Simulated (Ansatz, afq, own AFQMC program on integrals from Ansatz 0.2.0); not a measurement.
## CH₄Si, singlet: AFQMC among the cluster methods

```yaml
atoms:
  - { symbol: Si, position_ang: [0.0000, 0.0000, 0.5764] }
  - { symbol: C, position_ang: [0.0000, 0.0000, -1.2686] }
  - { symbol: H, position_ang: [0.0000, 1.2445, 1.3741] }
  - { symbol: H, position_ang: [0.0000, -1.2445, 1.3741] }
  - { symbol: H, position_ang: [0.0000, 0.9175, -1.8456] }
  - { symbol: H, position_ang: [0.0000, -0.9175, -1.8456] }
```

Connectivity, by distances: SiH2–CH2.

Basis 6-31G. Only valence electrons are correlated. AFQMC by an in-house program on the Cholesky factors that Ansatz 0.2.0 writes for its CCSD(T) run. The CISD trial takes its coefficients from CCSD amplitudes. Released means that phaseless walkers are propagated on without the constraint, phases kept. Free AFQMC starts from the CCSD state and is never constrained. Its projection time is finite, and what remains of the start isn't in its error. Uncertainties: one standard error, sampling alone.

Determinant: RHF, the one that the program's search chose, which needn't be the lowest solution. The geometry is a point of a scan.

No full CI on the walks' own integrals is used here; CCSDT(Q) serves as the reference and is uncertain by about the last step of the cluster series.

Cautions: higher spins were not checked; restricted determinant unstable towards unrestricted (UHF 401 meV lower, ⟨S²⟩ 0.61).

- T1 diagnostic: 0.0132
- weight of the determinant in the CISD state: 0.861
- size of the correlated space: 12 electrons in 24 orbitals

Reference: CCSDT(Q), correlation energy -5.392 eV. The released energy is read at 2.40 1/Eh (meV from the phaseless value at times in 1/Eh: -2 ± 9 at 0.24, -8 ± 8 at 0.51, -11 ± 7 at 0.99, -18 ± 9 at 1.62, -10 ± 8 at 2.40).

```
         level  E − E(reference) (kcal/mol)  share of correlation (%)
            HF                       124.34                      0.00
           MP2                        23.34                     81.23
          CCSD                         4.33                     96.52
       CCSD(T)                         0.64                     99.49
         CCSDT                         0.36                     99.71
   ph-AFQMC/HF                  1.26 ± 1.28                     98.99
 ph-AFQMC/CISD                  0.16 ± 0.26                     99.87
released AFQMC                 -0.07 ± 0.18                    100.06
    free AFQMC                  0.05 ± 0.25                     99.96
```

Free projections are given only where their last times agree within the noise and don't stop above the reference; a slow remainder of the start can still hide under it. A walk keeps the symmetry of its determinant, which the program's search chose and which needn't be the lowest solution, so a lower state of the same spin and another symmetry isn't excluded. Released energies are given only where the last usable release times agree within the noise; a slower fall can still hide under it.
